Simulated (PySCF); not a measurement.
# Electron affinity of H by level of theory

H- 1s2 (1S) → H 1s1 (2S), as a difference of total energies. Computed with PySCF 2.14 in aug-cc-pVTZ with one added diffuse shell each of s, p, d type (5s4p3d, 32 functions), with the non-relativistic Hamiltonian (point nucleus). Correlated levels: valence: nothing frozen. The calculations carry no spin-orbit coupling.

Order these methods by the electron affinity they give, lowest first.
A. MP2 (valence)
B. PBE0
C. SCS-MP2 (valence)
D. UHF

D (-0.330 eV), A (0.449 eV), C (0.605 eV), B (0.629 eV).

Errors of the correlated levels include the incompleteness of this basis.

A negative affinity means that the anion lies above the atom at that level of theory.

In the anion the highest occupied orbital energy is positive at LDA, PBE, PBE0, r2SCAN, r2SCANh, M06-2X, BP86, BHandHLYP, a self-interaction effect; the basis confines that electron, and the energy difference can still be sensible.

For comparison: 0.754 eV (measured; photodetachment measurements, as compiled on the Wikipedia data page of electron affinities).
